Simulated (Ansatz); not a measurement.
ClHSi, SMILES `[SiH]Cl` at its PBE0-D4/def2-TZVP geometry, where that method's forces vanish. The species carries charge 0 and has multiplicity 1.

```xyz
3

Si   -0.1103   -0.5503    0.6053
Cl   -1.1071    0.3853   -0.9587
H     1.2174    0.1650    0.3534
```

**Question.** What forces (eV/Å) does r2SCAN-D4/def2-TZVPP give on these atoms in Ansatz? (An estimate is asked.)

**Answer.** Ansatz gave: 
```
Si1  0.025 -0.025  0.041
Cl2 -0.033  0.025 -0.045
H3   0.009  0.000  0.004
```
